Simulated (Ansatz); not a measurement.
Geometry optimisation, Ansatz 0.2.0, UKS B3LYP/cc-pVDZ.

The input (input.yaml):

```yaml
crystal:
  periodic: [false, false, false]
  atoms:
    - { symbol: Al, position_ang: [-0.042317, -0.80112, -0.407786] }
    - { symbol: H, position_ang: [0.042496, -0.143907, 2.27458] }
    - { symbol: O, position_ang: [1.393843, -0.133696, -1.135892] }
    - { symbol: H, position_ang: [2.264052, -0.484604, -0.907506] }
    - { symbol: O, position_ang: [-1.528916, -0.105149, -0.994674] }
    - { symbol: H, position_ang: [-2.378996, -0.383131, -0.63109] }
    - { symbol: H, position_ang: [0.040039, 0.253006, 2.875968] }
magnetization:
  spin_polarized: true
  initial_magnetization: 1
basis:
  gaussian: { orbitals: cc-pVDZ }
hamiltonian:
  xc: b3lyp
relax:
  f_tol: 0.03
  max_steps: 50
```

Command:

```bash
$ ansatz run input.yaml --threads 2 --pin off --max-ram 3072MiB --backend cpu --events-out ev --progress --plain --runs-dir out
```

Question: Where does it end, and by what steps?

Answer: It converged. The force dipped under the threshold on the way, but the program's further checks kept it going. After 25 steps the energy has fallen by 0.070 eV; H7 moved furthest, 0.86 Å.

| step | energy less start (eV) | largest force component (eV/Å) | accepted |
| --- | --- | --- | --- |
| 0 | 0.0000 | 1.477 | yes |
| 1 | -0.0446 | 0.399 | yes |
| 2 | -0.0548 | 0.203 | yes |
| 3 | -0.0589 | 0.100 | yes |
| 4 | -0.0600 | 0.097 | yes |
| 5 | -0.0377 | 0.974 | no |
| 6 | -0.0619 | 0.008 | yes |
| 7 | -0.0632 | 0.036 | yes |
| 8 | -0.0641 | 0.068 | yes |
| 9 | -0.0645 | 0.081 | yes |
| 10 | -0.0651 | 0.053 | yes |
| 11 | -0.0629 | 0.389 | no |
| 12 | -0.0660 | 0.021 | yes |
| 13 | -0.0633 | 0.444 | no |
| 14 | -0.0667 | 0.069 | yes |
| 15 | -0.0668 | 0.179 | yes |
| 16 | -0.0676 | 0.104 | yes |
| 17 | -0.0685 | 0.003 | yes |
| 18 | -0.0462 | 0.727 | no |
| 19 | -0.0674 | 0.198 | no |
| 20 | -0.0689 | 0.056 | yes |
| 21 | -0.0683 | 0.189 | no |
| 22 | -0.0692 | 0.066 | yes |
| 23 | -0.0695 | 0.066 | yes |
| 24 | -0.0698 | 0.054 | yes |
| 25 | -0.0700 | 0.029 | yes |

```xyz
7
Properties=species:S:1:pos:R:3
Al -0.052 -0.445 -0.564
H 0.077 0.028 2.996
O 1.373 -0.408 -1.561
H 2.249 -0.451 -1.155
O -1.559 -0.359 -1.430
H -2.396 -0.373 -0.948
H 0.099 0.210 3.737
```

Whether the end is a true minimum wasn't checked by a vibrational analysis.

The run took 41 s on 2 threads of Intel(R) Xeon(R) Platinum 8488C (Sapphire Rapids), on a shared host, peak memory 0.18 GiB.
